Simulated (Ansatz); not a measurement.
in.yaml

```yaml
crystal:
  periodic: [false, false, false]
  atoms:
    - {symbol: B, position_ang: [0.000000, 0.000000, 0.126768]}
    - {symbol: C, position_ang: [0.000000, 0.000000, -1.813240]}
    - {symbol: H, position_ang: [0.000000, 0.000000, 1.686473]}
basis:
  gaussian: {orbitals: aug-cc-pVTZ}
magnetization: {spin_polarized: false}
correlation: {method: ccsdtq, electrons: all}
output: {forces: true}
```

```sh
$ ansatz run in.yaml --threads 1 --pin off --events-out ev --progress --plain --max-ram 2393MiB
```

Problem. How does this run end?

Solution. Out of memory. The input was made wrong on purpose (too large for memory), so the run isn't a sound calculation of what was asked.
```
1315 factors; integrals over basis functions are off by at most 2.2e-7 eV
mean field evaluation 1: about -1707.5697 eV, gradient 1.1e1 eV
mean field evaluation 2: about -1707.5699 eV, gradient 1.1e1 eV
mean field evaluation 4: about -1708.3138 eV, gradient 2.9e0 eV
mean field evaluation 8: about -1708.3584 eV, gradient 1.8e-1 eV
mean field evaluation 16: about -1708.3568 eV, gradient 3.9e-1 eV
mean field evaluation 32: about -1702.3360 eV, gradient 7.3e-1 eV
mean field evaluation 64: about -1708.3595 eV, gradient 5.6e-4 eV
mean field -1708.35949529 eV, -62.7810534841 hartree, gradient 6.9e-6 eV, S^2 0.000000; 4 other end points of the search recorded, 0 dependent functions left out; unrestricted orbitals would lower it
mean field evaluation 96: about -1709.3089 eV, gradient 1.7e0 eV
mean field evaluation 128: about -1708.4220 eV, gradient 5.8e-1 eV
mean field evaluation 160: about -1708.3416 eV, gradient 1.8e0 eV
mean field evaluation 192: about -1709.3480 eV, gradient 2.4e-1 eV
mean field evaluation 224: about -1709.5363 eV, gradient 9.3e-1 eV
mean field evaluation 256: about -1709.6177 eV, gradient 2.8e-1 eV
mean field evaluation 288: about -1708.3595 eV, gradient 1.1e-4 eV
unrestricted determinant -1709.61969151 eV, -62.8273648413 hartree, S^2 1.1121
reference -1708.35949529 eV, -62.7810534841 hartree; 6, 6 occupied and 109, 109 virtual orbitals, 1315 factors
Error: the run needs more than the 2.33 GiB of memory given, because the steps of its equations don't fit beside its arrays
refused for memory
```
